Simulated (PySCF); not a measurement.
Gas-phase reaction: B₂H₆ + 2 BHF₂ = 4 BH₂F

Computed with PySCF (xtb for GFN2) and rigid-rotor harmonic-oscillator thermochemistry at 1 bar. † marks an energy on the PBE0/def2-TZVP geometry and frequencies; other levels use their own. MP2 and CCSD(T) freeze the core. 6-31G* has spherical d functions here. All species are closed-shell singlets. B3LYP is the form with VWN-RPA correlation. BH₂F: computed as isolated molecules; such fragments, hydroxides, amides, oligomers or adducts are transient or little studied in the gas. MP2 isn't extrapolated to the basis-set limit; its ΔH°(298 K) is 191.8 kJ in def2-SVP and 199.3 kJ in def2-TZVPP. CCSD(T) isn't extrapolated to the basis-set limit; its ΔH°(298 K) is 183.7 kJ in def2-SVP and 192.7 kJ in def2-TZVPP. The harmonic model lacks anharmonicity and excited electronic states, which grow with temperature; levels with a mode under 35 cm⁻¹ are left out.

```csv
level,"ΔE electronic, kJ","ΔH°(298 K), kJ","ΔS°(298 K), J/K","ΔG°(2500 K), kJ"
B3LYP/6-31G*,186,172,169,-230
CCSD(T)/def2-SVP†,199,184,169,-218
GFN2-xTB,39,32,166,-356
MP2/def2-TZVPP†,215,199,169,-202
PBE/def2-TZVP†,235,220,169,-182
PBE0/def2-SVP†,235,220,169,-182
r2SCAN/def2-TZVP†,236,221,169,-181
LDA/def2-TZVP†,303,288,169,-114
```
ΔH° is lowest at GFN2-xTB and highest at LDA/def2-TZVP†. No reference value is set beside these.
